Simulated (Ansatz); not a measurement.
C6H10 can be A, `C1=CCCCC1`, or B, `CCC#CCC`.

Program: Ansatz. Geometries: PBE0-D4/def2-TZVP. ΔE: electronic, gas phase. CBS: MP2 limit from def2 TZ/QZ plus the TZ coupled-cluster correction, frozen cores. DFT in def2-TZVPP. B3LYP here is the variant with VWN-RPA as its local correlation; programs differ in this.

Q: Which isomer does CCSD(T)/CBS put lower? Give the gap. (An estimate is asked.)

A: The calculation gave: A, by 28.6 kcal/mol.

Q: Give E(B) − E(A) in kcal/mol with B2PLYP, CCSD/def2-TZVPP, CCSD(T)/def2-SVP, PBE0-D4, ωB97M-V, B3LYP, CCSD(T)/def2-TZVPP. (Best estimate.)

A: Computed: B2PLYP 24.8, CCSD/def2-TZVPP 28.5, CCSD(T)/def2-SVP 30.3, PBE0-D4 32.1, ωB97M-V 29.3, B3LYP 23.6, CCSD(T)/def2-TZVPP 28.7. None reverses the order clearly.

Largest T1 diagnostic: 0.010.

In def2-TZVPP, CCSD(T) changes the Hartree–Fock value by +5.1 kcal/mol (the triples alone add +0.2 kcal/mol) and MP2 by +3.9 kcal/mol. From r2SCAN to r2SCAN0 (25 % exact exchange), in def2-TZVPP and without D4, E(B) − E(A) moves by +1.9 kcal/mol.
